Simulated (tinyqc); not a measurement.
Pariser-Parr-Pople SCF with singles CI, for the molecule C=C1C=C1 (SMILES; centres numbered as the heavy atoms are written), step by step. One step of it, computed by the program tinyqc.

Question. PPP integrals. Mataga-Nishimoto: gamma = 14.399645/(R + a), a = 2 x 14.399645/(gamma_rr + gamma_ss); H_rr = -W_r - sum_(s != r) z_s gamma_rs; H_rs = beta for bonds.

Centres (angstrom, eV; a flat drawing with bonds scaled to 1.40 angstrom):

| centre | x | y | core charge z | W | gamma_rr |
|---|---|---|---|---|---|
| 1C | 1.656000 | 0.000000 | 1 | 11.160000 | 11.130000 |
| 2C | 0.256000 | 0.000000 | 1 | 11.160000 | 11.130000 |
| 3C | -0.956000 | 0.700000 | 1 | 11.160000 | 11.130000 |
| 4C | -0.956000 | -0.700000 | 1 | 11.160000 | 11.130000 |

Resonance integrals (eV):

| i | j | beta |
|---|---|---|
| 1 | 2 | -2.390000 |
| 2 | 3 | -2.390000 |
| 3 | 4 | -2.390000 |
| 4 | 2 | -2.390000 |

Give: repulsion gamma_rs; core matrix H.

Answer.

repulsion gamma_rs (eV), lower triangle:
```
         1C       2C       3C       4C
1C  11.1300
2C   5.3455  11.1300
3C   3.6018   5.3463  11.1300
4C   3.6018   5.3463   5.3455  11.1300
```

core matrix H (eV), lower triangle:
```
          1C        2C        3C        4C
1C  -23.7091
2C   -2.3900  -27.1981
3C    0.0000   -2.3900  -25.4536
4C    0.0000   -2.3900   -2.3900  -25.4536
```
